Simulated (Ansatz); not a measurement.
**Worked example: vertical energy of the triplet above the singlet of BH2SF (SMILES FBS)**

BH2SF: 5 atoms, total charge 0, spin state singlet. SMILES: `FBS`. The coordinates come from a PBE0-D4/def2-TZVP relaxation. This is one conformer, not always the lowest.

Both states at this one shape; open shells run unrestricted unless said. 1 Eh = 27.2114 eV.

| level | program | singlet BH2SF (Eh) | triplet BH2SF (Eh) |
| --- | --- | --- | --- |
| SVWN5/def2-SVPD | Ansatz | -521.660760 | -521.456957 |
| r2SCAN/def2-SVPD | Ansatz | -523.866966 | -523.664659 |
| r2SCAN0/def2-SVPD | Ansatz | -523.848451 | -523.646966 |

**Question.** Work out the vertical gap, second state less first, at each level.

**Answer.** 
1. SVWN5/def2-SVPD: -521.456957 − (-521.660760) = 0.203803 Eh = 5.55 eV.
2. r2SCAN/def2-SVPD: -523.664659 − (-523.866966) = 0.202307 Eh = 5.51 eV.
3. r2SCAN0/def2-SVPD: -523.646966 − (-523.848451) = 0.201485 Eh = 5.48 eV.

No measured value is set beside it here; the levels span 5.48 to 5.55 eV.
